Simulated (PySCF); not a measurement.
**Building multiplets from coupling constants**

Bonds (- single, = double, # triple, : aromatic): F1-C2 1.344 Å, C2-F3 1.344 Å. C2 carries H4, H5.

[PySCF 2.14: σ from GIAO-PBE0/pcSseg-1; J couplings at B3LYP/pcJ-1; geometry: PBE0-D3(BJ)/def2-SVP; isolated molecule; relativity neglected; a single conformation; fast rotation and ring inversion assumed for equivalent nuclei]

δ = σ(ref) − σ, references computed at the same level: $^{19}$F (σ = 177.25 ppm) against CFCl3; $^{1}$H (σ = 31.27 ppm) against TMS.

Spectrometer: 400 MHz for $^{1}$H. First-order analysis; couplings under 1 Hz (under 4 Hz in carbon signals) are ignored, and nearly equal couplings are merged; the smaller ones broaden or split the lines further.

Task: What pattern does F1/F3 show ($^{19}$F)?

Result: A triplet at δ -151.2: 57.1 Hz to H4/H5 (2 × $^{1}$H, 2 bonds away). Lines in Hz from the centre (relative intensity): +57.1 (1), +0.0 (2), -57.1 (1). The outer lines are 114.2 Hz apart, the sum of the couplings kept, or 0.303 ppm at this field.

Task: What pattern does H4/H5 show ($^{1}$H)?

Result: A triplet at δ 5.68: 57.1 Hz to F1/F3 (2 × $^{19}$F, 2 bonds away). Lines in Hz from the centre (relative intensity): +57.1 (1), +0.0 (2), -57.1 (1). The outer lines are 114.2 Hz apart, the sum of the couplings kept, or 0.286 ppm at this field.
